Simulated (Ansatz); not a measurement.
# How far each method lies from full CI for H$_{2}$O, singlet

Geometry: a point of a stretch scan, not a stationary point.

```xyz
3

O     0.0000   -0.0854    0.0263
H     0.0000    0.8581   -1.2047
H     0.0000    0.4983    0.7878
```

Basis cc-pVDZ; Ansatz 0.2.0. Correlated methods freeze the noble-gas cores, which leaves 8 electrons in 23 orbitals. Prefix R: restricted or restricted open-shell reference; prefix U: unrestricted. Active spaces: pair = (2e, 2o) about the gap; valence = (8e, 6o) chosen from the atoms' valence shells.

Full CI is exact within this basis and frozen core; it isn't the basis-set limit. The frozen core follows each run's orbitals, which can shift R against U totals by a few meV.

Unrestricted rows (U) aren't spin-pure: their determinants' ⟨S²⟩ exceeds S(S+1) by up to 0.57, so they mix in states of higher spin.

The UHF ⟨S²⟩ is 0.566, the T1 diagnostic (RCCSD) is 0.0157 and the largest doubles amplitude (RCCSD) is 0.197.

```
                   level  E − E(full CI) (kcal/mol)  share of correlation (%)    wall time
                     RHF                     153.95                      0.00            –
                     UHF                     141.31                      8.22            –
                    RMP2                      13.96                     90.93            –
                    UMP2                      31.63                     79.45            –
                    CISD                      13.11                     91.49       0.34 s
                   RCCSD                       4.55                     97.04            –
                   UCCSD                       5.39                     96.50            –
                RCCSD(T)                       0.76                     99.51       0.27 s
                UCCSD(T)                       1.56                     98.99       0.88 s
                 BCCD(T)                       0.82                     99.47        0.3 s
                  RCCSDT                       0.59                     99.62            –
                  UCCSDT                       0.64                     99.58            –
               RCCSDT(Q)                      -0.04                    100.02       0.73 s
               UCCSDT(Q)                       0.00                    100.00          4 s
                 RCCSDTQ                       0.04                     99.98   8 s (H100)
                 UCCSDTQ                       0.05                     99.97  36 s (H100)
     CASSCF (pair space)                     115.76                     24.81            –
     NEVPT2 (pair space)                       8.75                     94.32       0.27 s
     MRCISD (pair space)                       6.10                     96.04            –
   MRCISD+Q (pair space)                       0.98                     99.36       0.52 s
  CASSCF (valence space)                      96.67                     37.21            –
  NEVPT2 (valence space)                      13.98                     90.92        0.3 s
  MRCISD (valence space)                       3.75                     97.56            –
MRCISD+Q (valence space)                       0.29                     99.81       0.64 s
```

The correlation energy at full CI, counted from RHF, is -6.676 eV. That run took 16 s on 2 threads of AMD EPYC 7R13 with a shared H100 80 GB, shared host over 39,205,625 determinants.

Times hold each run's SCF and search for its determinant on a shared host, so for small cases they say little of a method's own cost; rows without a card ran on 1 thread of AMD EPYC 7R13.

The full-CI state has the irrep A' of Cs, in the program's axes.

Natural occupations of full CI about the gap: 1.982 1.971 1.962 1.851 0.143 0.029 0.018 0.011 0.006 0.005; effectively unpaired electrons, Σ n²(2−n)², 0.16.
